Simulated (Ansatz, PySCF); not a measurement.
Species: methanidylidyneazanium, CHN, charge 0, multiplicity 1. 
Structure (B3LYP-D3(BJ)/def2-TZVP (Ansatz, an electronic-structure program) minimum search):
```xyz
3

C      0.0000     0.0000    -0.7364
N      0.0000     0.0000     0.4276
H      0.0000     0.0000     1.4250
```

Total electronic energies in hartree. Cores are frozen in the correlated levels unless marked. No spin-orbit coupling. Non-relativistic. Basis-set limits of correlation are two-point, X^-3; Hartree-Fock from the larger set (for Q and 5 zeta extrapolated as (X+1)exp(-9√X)). The bracket is a focal-point correction in the basis named.

```tsv
level	program	energy (Eh)
HF/CBS(cc-pVQZ,cc-pV5Z)	Ansatz	-92.9008
RI-HF/aug-cc-pVQZ	Ansatz	-92.89945
TPSS/def2-TZVPD	PySCF	(withheld)
M06-L-D4/def2-TZVPD	PySCF + dftd4	-93.42408
PBE0/def2-QZVPP	Ansatz	-93.32887
PW6B95/def2-TZVPD	PySCF	-93.55490
HSE06-D3(BJ)/def2-TZVPD	Ansatz + dftd3	-93.31919
CAM-B3LYP-D4/def2-TZVPD	Ansatz + dftd4	-93.39585
CAM-B3LYP/def2-TZVPD	Ansatz	-93.39528
B2GP-PLYP-D4/def2-TZVPD	Ansatz + dftd4	(withheld)
B2PLYP-D3(BJ)/def2-TZVPD	Ansatz + dftd3	-93.36865
RPA@PBE/cc-pVTZ	Ansatz	(withheld)
MP2/aug-cc-pVTZ	Ansatz	-93.23099
MP2/cc-pVQZ	Ansatz	-93.25349
MP2/def2-QZVPPD	Ansatz	-93.25400
MP2/CBS(def2-TZVPPD,def2-QZVPPD)	Ansatz	-93.2698
CCSD/aug-cc-pVQZ	Ansatz	-93.26090
CCSD/CBS(cc-pVTZ,cc-pVQZ)	Ansatz	-93.2723
CCSD(T)/def2-SVP	Ansatz	-93.08167
CCSD(T)/cc-pVTZ	Ansatz	-93.25116
RI-MP2/CBS(aug-cc-pVTZ,aug-cc-pVQZ)+[CCSD(T)-MP2]/aug-cc-pVDZ	Ansatz	-93.2969
RI-MP2/CBS(def2-TZVPPD,def2-QZVPPD)+[CCSD(T)-MP2]/def2-TZVPPD	Ansatz	-93.2964
CCSD(T)/CBS(cc-pVQZ,cc-pV5Z)	Ansatz	-93.2927
```

Q: Complete the blanks.

A: 
- TPSS/def2-TZVPD, energy (Eh): -93.45228
- B2GP-PLYP-D4/def2-TZVPD, energy (Eh): -93.34802
- RPA@PBE/cc-pVTZ, energy (Eh): -93.40320
